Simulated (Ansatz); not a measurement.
**SiH4: single points off equilibrium**

The atoms stand at a displaced guess of a reacting structure. How far do the functionals agree with CCSD(T) there?

The runs use Ansatz 0.2.0, Gaussian basis; single points in def2-TZVPP.

Correlated methods freeze the cores.

### Step 1. The starting structure

5 atoms, charge 0, spin multiplicity 1.

Atoms are counted from 1 here; the program's logs count them from 0.

Bond lengths: Si1–H2 1.615 Å, Si1–H4 1.625 Å, Si1–H5 1.448 Å. Angles: H2–Si1–H4 109.1°, H2–Si1–H5 115.4°, H4–Si1–H5 101.3°.

As a file:

```
Si    0.2287    0.6157   -0.0589
H    -0.1919   -0.4775   -1.1710
H    -0.3334   -1.1442   -0.3114
H    -1.0700    0.9751    0.8501
H     1.1603    0.1497    0.9475
```

### Step 2. CCSD(T)/def2-TZVPP

File run/in.yaml:

```yaml
crystal:
  periodic: [false, false, false]
  atoms:
    - {symbol: Si, position_ang: [0.228700, 0.615700, -0.058900]}
    - {symbol: H, position_ang: [-0.191900, -0.477500, -1.171000]}
    - {symbol: H, position_ang: [-0.333400, -1.144200, -0.311400]}
    - {symbol: H, position_ang: [-1.070000, 0.975100, 0.850100]}
    - {symbol: H, position_ang: [1.160300, 0.149700, 0.947500]}
basis:
  gaussian: {orbitals: def2-TZVPP}
correlation: {method: ccsd_t}
output: {forces: true}
```

No record of the launch command was kept for these runs.

### Step 3. PBE0-D4/def2-TZVPP

run/in.yaml: that of step 2 with these lines changed.

```diff
@@ -10,3 +10,3 @@
   gaussian: {orbitals: def2-TZVPP}
-correlation: {method: ccsd_t}
-output: {forces: true}
+hamiltonian: {xc: pbe0, dispersion: d4}
+output: {forces: true, orbitals: {seedname: orbitals}}
```

### Step 4. wB97M-V/def2-TZVPP

run/in.yaml: that of step 3 with these lines changed.

```diff
@@ -10,3 +10,3 @@
   gaussian: {orbitals: def2-TZVPP}
-hamiltonian: {xc: pbe0, dispersion: d4}
-output: {forces: true, orbitals: {seedname: orbitals}}
+hamiltonian: {xc: {name: wB97M-V}}
+output: {forces: true}
```

### Step 5. r2SCAN-D4/def2-TZVPP

run/in.yaml: that of step 4 with these lines changed.

```diff
@@ -10,3 +10,3 @@
   gaussian: {orbitals: def2-TZVPP}
-hamiltonian: {xc: {name: wB97M-V}}
+hamiltonian: {xc: r2scan, dispersion: d4}
 output: {forces: true}
```

### Step 6. PBE-D4/def2-TZVPP

run/in.yaml: that of step 5 with these lines changed.

```diff
@@ -10,3 +10,3 @@
   gaussian: {orbitals: def2-TZVPP}
-hamiltonian: {xc: r2scan, dispersion: d4}
+hamiltonian: {xc: pbe, dispersion: d4}
 output: {forces: true}
```

### Step 7. wB97X-V/def2-TZVPP

run/in.yaml: that of step 6 with these lines changed.

```diff
@@ -10,3 +10,3 @@
   gaussian: {orbitals: def2-TZVPP}
-hamiltonian: {xc: pbe, dispersion: d4}
+hamiltonian: {xc: {name: wB97X-V}}
 output: {forces: true}
```

### Step 8. SPW92/def2-TZVPP

run/in.yaml: that of step 7 with these lines changed.

```diff
@@ -10,3 +10,3 @@
   gaussian: {orbitals: def2-TZVPP}
-hamiltonian: {xc: {name: wB97X-V}}
+hamiltonian: {xc: lda}
 output: {forces: true}
```

(Steps that only read results are left out.)

Q: Predict the outcome of this session. Wanted: energy less free atoms, CCSD(T)/def2-TZVPP; RMS force component; RMS force error; HOMO and LUMO, PBE0-D4; T1 diagnostic.

The runs gave:

| quantity | value |
| --- | --- |
| energy less free atoms, CCSD(T)/def2-TZVPP | -1047.1 kJ/mol |
| RMS force component | 0.807 to 0.915 eV/Å over the methods |
| RMS force error | PBE0-D4 0.053, wB97M-V 0.105, r2SCAN-D4 0.070, PBE-D4 0.157, wB97X-V 0.111, SPW92 0.179 eV/Å |
| HOMO and LUMO, PBE0-D4 | -6.67 and -1.15 eV |
| T1 diagnostic | 0.016 |

Against CCSD(T) the functionals' energies less atoms differ by -172.5 to -4.7 kJ/mol, PBE-D4 by -24.0 kJ/mol. A larger basis would deepen the CCSD(T) value, while the functionals are nearly converged already, so the order here is not reliable. On forces the order runs from PBE0-D4 to SPW92. Frozen-core CCSD(T) forces in triple zeta carry basis errors of their own, and this is one geometry, so small gaps rank nothing. The restricted Hartree–Fock reference is unstable towards an unrestricted one at one or more of these structures.
